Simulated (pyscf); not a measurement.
Optimised with ωB97X-D3(BJ)/def2-SVP in PySCF.

### Question
For H₃C–NH–Zr(NH₂)(NH₂)–NH₂ + H atom (H•) → [H₃C–NH–Zr(NH)(NH₂)–NH₂]• + hydrogen (H₂), a hydrogen abstraction (doublet surface; H–N broken, H–H formed), PBE/def2-TZVP gives ΔE‡ = 0.41 eV and ΔE = +0.27 eV (zero: the separated reactants). In which direction and how far do r²SCAN/def2-TZVP, M06-2X/def2-TZVP, ωB97M-D3(BJ)/def2-TZVP move these?

### Answer
r²SCAN: ΔE‡ = 0.38 eV, ΔE = +0.14 eV; M06-2X: ΔE‡ = 0.75 eV, ΔE = +0.35 eV; ωB97M-D3(BJ): ΔE‡ = 0.66 eV, ΔE = +0.33 eV. PBE's barrier lies among them. Its reaction energy lies among theirs. [H₃C–NH–Zr(NH)(NH₂)–NH₂]• lies 0.42 eV over its isomer [H₃C–N–Zr(NH₂)(NH₂)–NH₂]• (electronic energy, ωB97M-D3(BJ)/def2-TZVP). This is the saddle that the search found; another between the same sides may lie lower. The angle at the transferred H is 167°. Open-shell species with a d-block atom are single-reference here; other states, and whether the spin sits on metal or ligand, were not checked. Elements past Kr carry the def2 core potentials, without spin-orbit coupling.
